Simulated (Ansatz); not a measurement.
# doublet MgCl: levels of theory in one basis

```yaml
atoms:
  - { symbol: Mg, position_ang: [0.0000, 0.0000, -1.1155] }
  - { symbol: Cl, position_ang: [0.0000, 0.0000, 1.1155] }
```

Basis set: def2-SVP (spherical functions). Correlated methods keep 6 orbitals frozen. Correlation on ROHF uses semicanonical orbitals with singles. Charge 0, multiplicity 2.

Computed with Ansatz (development build ahead of 0.2.0); each method stands on the lowest determinant of its kind that the runs found.

```tsv
method	E − E(ROHF) (eV)	<S²> of the determinant
ROHF	0.00	–
UHF	-0.01	0.75
ROHF-MP2	-4.09	–
UHF-MP2	-4.10	0.75
```

(1) What does ROHF-CCSD(T) give on the same scale?

(2) Is a single determinant a sound starting point here?

Results:

(1) -4.54 eV.

(2) By this sign, yes. Unrestricted orbitals gain 0.01 eV and <S²> is 0.75 against 0.75 for a pure state.
